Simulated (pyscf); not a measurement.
Structures and frequencies: ωB97X-D3(BJ)/def2-SVP in PySCF.

Problem. For H₃C–In [singlet] + silanol (HO–SiH₃) -> H₃C–In(OH)–SiH₃, an insertion (singlet surface; O–Si broken, In–O, In–Si formed), PBE/def2-TZVP gives ΔE‡ = 74.1 kJ/mol and ΔE = +12.0 kJ/mol (zero: the separated reactants). In which direction and how far do PBE0-D3(BJ)/def2-TZVP, M06-2X/def2-TZVP, ωB97M-D3(BJ)/def2-TZVP move these?

Solution. PBE0-D3(BJ): ΔE‡ = 79.1 kJ/mol, ΔE = +9.0 kJ/mol; M06-2X: ΔE‡ = 96.4 kJ/mol, ΔE = +25.9 kJ/mol; ωB97M-D3(BJ): ΔE‡ = 99.8 kJ/mol, ΔE = +26.8 kJ/mol. PBE's barrier lies under all of them, by 5.0 to 25.6 kJ/mol. Its reaction energy lies among theirs. On the reactant side the descent ends in a bound adduct, 35.4 kJ/mol under the separated species and 104.7 kJ/mol under the saddle at ωB97X-D3(BJ)/def2-TZVP. At ωB97X-D3(BJ)/def2-TZVP the barrier from the zero used here is 69.3 kJ/mol. The same reactants have a lower exit, to H₃Si–O–In [singlet] + CH₄ (barrier +4.0 kJ/mol at ωB97M-D3(BJ)/def2-TZVP, against +99.8 kJ/mol here). This is the saddle that the search found; another between the same sides may lie lower. Elements past Kr carry the def2 core potentials, without spin-orbit coupling.
